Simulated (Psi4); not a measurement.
# HO2 (hydroperoxy) at UMS0/6-311+G(d,p) (density fitting)

Aim: the electrostatic solvation energy at fixed shape (IEF-PCM, ethanol) of HO2 (hydroperoxy) at UMS0/6-311+G** (density fitting), from 2 runs. 

The calculation is run with Psi4 1.11.

3 further runs of the same task are left out: 1 that didn't finish, 2 set aside as unsound or not needed.

### 1 The system as given

The species is HO2 (3 atoms), meant as a doublet with charge 0. SMILES: `[O]O`. Geometry: relaxed at GFN2-xTB.

Bond lengths: O1–O2 1.302 Å, O2–H3 0.983 Å. Angles: O1–O2–H3 108.4°.

### 2 Energy and one-electron properties at UMS0/6-311+G(d,p) (density fitting)

The input, ho2.json:

```json
{
 "schema_name": "qcschema_input",
 "schema_version": 1,
 "molecule": {
  "schema_name": "qcschema_molecule",
  "schema_version": 2,
  "symbols": ["O", "O", "H"],
  "geometry": [-0.69250904, 1.7905344, -0.17795551, -0.45317522, -0.65490349, -0.31832437, 1.14568426, -1.13563091, 0.49627987],
  "molecular_charge": 0,
  "molecular_multiplicity": 2,
  "fix_symmetry": "c1"
 },
 "driver": "energy",
 "model": {
  "method": "ms0",
  "basis": "6-311+G**"
 },
 "keywords": {
  "reference": "uks",
  "scf_properties": ["QUADRUPOLE", "MULLIKEN_CHARGES", "DIPOLE"]
 }
}
```

On the command line:

```sh
$ psi4 --qcschema ho2.json -n 1 --memory 1600MB
```

stdout:

```text
[...]
  Running in c1 symmetry.
[...]
  Nuclear repulsion =   32.582963938288088
[...]
  Multiplicity = 2
[...]
  Nalpha       = 9
  Nbeta        = 8
[...]
    Number of basis functions: 50
[...]
   @DF-UKS iter   1:  -150.92550141740662   -3.11592e-01   8.41887e-03 ADIIS/DIIS
[...]
   @DF-UKS iter   9:  -150.99167890914899   -2.17193e-09   3.67324e-07 DIIS
[...]
   @S^2 Observed:                7.546305571E-01
[...]
    Orbital Energies [Eh]
    ---------------------
    Alpha Occupied:
       1A    -19.062167     2A    -19.020189     3A     -1.180397
       4A     -0.851011     5A     -0.537842     6A     -0.470096
       7A     -0.447855     8A     -0.271945     9A     -0.265664
    Alpha Virtual:
      10A      0.004421    11A      0.066137    12A      0.132288
      13A      0.137764    14A      0.175139    15A      0.191631
      16A      0.205739    17A      0.212444    18A      0.233115
      19A      0.334644    20A      0.434981    21A      0.939572
      22A      0.950665    23A      0.964286    24A      0.994016
      25A      1.030161    26A      1.061774    27A      1.262139
[...]
  @DF-UKS Final Energy:  -150.99167890914899
   => Energetics <=
    Nuclear Repulsion Energy =             32.5829639382880885
    One-Electron Energy =                -271.8860563412146121
    Two-Electron Energy =                 105.8112243704541697
    DFT Exchange-Correlation Energy =     -17.4998108766766229
    Empirical Dispersion Energy =           0.0000000000000000
    VV10 Nonlocal Energy =                  0.0000000000000000
    Total Energy =                       -150.9916789091489875
[...]
 Multipole Moments:
 ------------------------------------------------------------------------------------
     Multipole            Electronic (a.u.)      Nuclear  (a.u.)        Total (a.u.)
 ------------------------------------------------------------------------------------
 L = 1.  Multiply by 2.5417464519 to convert [e a0] to [Debye]
 Dipole X            :         -0.1631947            0.8968994            0.7337047
 Dipole Y            :          0.2768294           -0.8228382           -0.5460088
 Dipole Z            :          0.0000000           -0.0000000            0.0000000
 Magnitude           :                                                    0.9145754
 L = 2.  Multiply by 1.3450342976 to convert [e a0^2] to [Debye ang]
 Quadrupole XX       :        -10.6670713            3.4049725           -7.2620989
 Quadrupole XY       :          3.1447705           -4.4576133           -1.3128428
[...]
  Mulliken Charges: (a.u.)
   Center  Symbol    Alpha    Beta     Spin     Total
       1     O     4.44709  3.71752  0.72957 -0.16461
       2     O     4.18005  3.89680  0.28324 -0.07685
       3     H     0.37286  0.38567 -0.01281  0.24146
   Total alpha =  9.00000, Total beta =  8.00000, Total charge =  0.00000
[...]
```

The result, in JSON:

```text
{
 "driver": "energy",
 "model": {
  "method": "ms0",
  "basis": "6-311+G**"
 },
 "success": true,
 "return_result": -150.991678909149,
 "properties": {
  "calcinfo_nbasis": 50,
  "calcinfo_nmo": 50,
  "calcinfo_nalpha": 9,
  "calcinfo_nbeta": 8,
  "calcinfo_natom": 3,
  "nuclear_repulsion_energy": 32.58296393828809,
  "return_energy": -150.991678909149,
  "scf_one_electron_energy": -271.8860563412146,
  "scf_two_electron_energy": 105.81122437045417,
  "scf_xc_energy": -17.499810876676623,
  "scf_dipole_moment": [0.7337046851221892, -0.5460088005342232, 1.1594199713195992e-15],
  "scf_total_energy": -150.991678909149,
  "scf_iterations": 9
 }
}
```

Run time: 6.6 s. Hardware: 1 thread of Intel Xeon Platinum 8259CL at 2.50GHz (Skylake/Cascade Lake), shared host; peak memory 0.42 GiB.

Atomic charges (e):

```csv
atom,Mulliken
O1,-0.165
O2,-0.077
H3,+0.241
```

### 3 Energy and one-electron properties at UMS0/6-311+G(d,p) (density fitting, IEF-PCM ethanol)

The input, calc.py:

```python
import psi4

psi4.set_memory('1600 MB')
psi4.set_num_threads(1)
psi4.set_output_file('psi4.out', False)

molecule = psi4.geometry("""
0 2
O     -0.366460     0.947510    -0.094170
O     -0.239810    -0.346560    -0.168450
H      0.606270    -0.600950     0.262620
symmetry c1
""")

psi4.set_options({
    'basis': '6-311+G**',
    'reference': 'uks',
    'pcm': True,
})
psi4.pcm_helper("""
  Units = Angstrom
  Medium {
    SolverType = IEFPCM
    Solvent = Ethanol
  }
  Cavity {
    Type = GePol
    RadiiSet = UFF
    Scaling = False
    Area = 0.4
    Mode = Implicit
  }
""")

e_tot, wfn = psi4.energy('MS0', return_wfn=True)
psi4.oeprop(wfn, 'QUADRUPOLE', 'MULLIKEN_CHARGES', 'DIPOLE', title='MS0')
print(f'total energy {e_tot:.8f} hartree = {e_tot * 27.211386:.5f} eV')
```

On the command line:

```sh
$ python calc.py
```

psi4.out:

```text
[...]
  Running in c1 symmetry.
[...]
  Nuclear repulsion =   32.582963967760712
[...]
  Multiplicity = 2
[...]
  Nalpha       = 9
  Nbeta        = 8
[...]
    Number of basis functions: 50
[...]
   @DF-UKS iter   1:  -150.93770499454422   -3.23602e-01   8.28440e-03 DIIS/ADIIS
[...]
   @DF-UKS iter   9:  -150.99957251488757   -2.43315e-09   3.11669e-07 DIIS
[...]
   @S^2 Observed:                7.547902512E-01
[...]
    Orbital Energies [Eh]
    ---------------------
    Alpha Occupied:
       1A    -19.059742     2A    -19.021694     3A     -1.178863
       4A     -0.849251     5A     -0.535869     6A     -0.470271
       7A     -0.449724     8A     -0.272659     9A     -0.268175
    Alpha Virtual:
      10A      0.028633    11A      0.064701    12A      0.127240
      13A      0.138575    14A      0.174926    15A      0.188806
      16A      0.200824    17A      0.209425    18A      0.233827
      19A      0.332603    20A      0.457251    21A      0.946671
      22A      0.951622    23A      0.961794    24A      0.984774
      25A      1.028309    26A      1.054329    27A      1.262225
[...]
  @DF-UKS Final Energy:  -150.99957251488757
   => Energetics <=
    Nuclear Repulsion Energy =             32.5829639677607119
    One-Electron Energy =                -271.9257631264117663
    Two-Electron Energy =                 105.8508824206952568
    DFT Exchange-Correlation Energy =     -17.4984967509101743
    Empirical Dispersion Energy =           0.0000000000000000
    VV10 Nonlocal Energy =                  0.0000000000000000
    PCM Polarization Energy =              -0.0091590260216248
    Total Energy =                       -150.9995725148875749
[...]
 Multipole Moments:
 ------------------------------------------------------------------------------------
     Multipole            Electronic (a.u.)      Nuclear  (a.u.)        Total (a.u.)
 ------------------------------------------------------------------------------------
 L = 1.  Multiply by 2.5417464519 to convert [e a0] to [Debye]
 Dipole X            :         -0.0412132            0.8968994            0.8556862
 Dipole Y            :          0.1396583           -0.8228382           -0.6831799
 Dipole Z            :          0.0000000            0.0000000            0.0000000
 Magnitude           :                                                    1.0949583
 L = 2.  Multiply by 1.3450342976 to convert [e a0^2] to [Debye ang]
 Quadrupole XX       :        -10.5625471            3.4049725           -7.1575746
 Quadrupole XY       :          3.0010469           -4.4576132           -1.4565663
[...]
  Mulliken Charges: (a.u.)
   Center  Symbol    Alpha    Beta     Spin     Total
       1     O     4.45685  3.74885  0.70800 -0.20570
       2     O     4.19621  3.89152  0.30469 -0.08773
       3     H     0.34695  0.35963 -0.01269  0.29342
   Total alpha =  9.00000, Total beta =  8.00000, Total charge =  0.00000
```

On the terminal:

```text
total energy -150.99957251 hartree = -4108.90765 eV
```

Run time: 7.5 s. Hardware: 1 thread of Intel Xeon Platinum 8259CL at 2.50GHz (Skylake/Cascade Lake), shared host; peak memory 0.43 GiB.

Atomic charges (e):

| atom | Mulliken |
| --- | --- |
| O1 | -0.206 |
| O2 | -0.088 |
| H3 | +0.293 |

### 4 Summary of results

Level: UMS0/6-311+G** (density fitting).

```
                                            quantity          value
                             gas phase: total energy  -150.99168 Eh
                            gas phase: dipole moment         2.32 D
       gas phase: HOMO energy (highest over α and β)       -6.83 eV
        gas phase: LUMO energy (lowest over α and β)       -4.04 eV
                                     gas phase: ⟨S²⟩          0.755
                      IEF-PCM, ethanol: total energy  -150.99957 Eh
                     IEF-PCM, ethanol: dipole moment         2.78 D
IEF-PCM, ethanol: HOMO energy (highest over α and β)       -6.91 eV
 IEF-PCM, ethanol: LUMO energy (lowest over α and β)       -4.12 eV
        IEF-PCM, ethanol: solvent term in the energy   -24.0 kJ/mol
                              IEF-PCM, ethanol: ⟨S²⟩          0.755
    energy change from gas to solvent at fixed shape      -0.215 eV
```

In words: The solvent model (IEF-PCM, ethanol) lowers the energy by 0.21 eV (−20.7 kJ/mol) at the same shape. It holds the electrostatic part alone, without cavity or dispersion terms. Mulliken charges (IEF-PCM, ethanol) run from -0.21 on O1 to +0.29 on H3; in a basis this large or diffuse they mean little.
